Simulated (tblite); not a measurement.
Q: Give a GFN2-xTB geometry of `O=S(C=[N])(O)=O` [radical]. (Doublet state.)

A: 
```xyz
8
CH2NO3S angstrom
N      1.595    0.477   -1.034
C      1.318    0.189    0.079
S     -0.548   -0.262    0.386
O     -0.711   -1.627   -0.011
O     -0.894    0.153    1.704
O     -1.295    0.683   -0.656
H      1.776    0.076    1.050
H     -1.232    0.322   -1.543
```

Any rigid rotation of these coordinates is as good. Atoms count from 1 in this order. S3 (sulfur bonded to C and 3 O) is distorted tetrahedral (angles from 102.1° to 120.5°). C2 (carbon bonded to N, S and H) is planar (angles 140.6°, 115.5° and 103.9°, sum 360.0°, 0.00 Å off the plane of its three neighbours). Of the pairs four or more bonds apart, N1···H8 is among the closest relative to their van der Waals radii: 2.88 Å, 105 % of the sum of Bondi's values. The 3 O–S bonds span 1.424 Å (S3=O5, drawn double) to 1.593 Å (S3–O6, drawn single), a spread of 0.169 Å.

Bonds between heavy atoms (Å): N1=C2 1.183, C2–S3 1.944, S3=O4 1.431, S3=O5 1.424, S3–O6 1.593.

The geometry is computed with GFN2-xTB (gas phase). This method treats the open shell by occupation alone, without spin polarisation.

Point group: C1 (no symmetry element, even within 0.4 Å). Its GFN2-xTB frequencies are all real (lowest 70 cm⁻¹). Torsions: N1–C2–S3–O4 82°, C2–S3–O6–H 78°.

One conformer stands for the species.
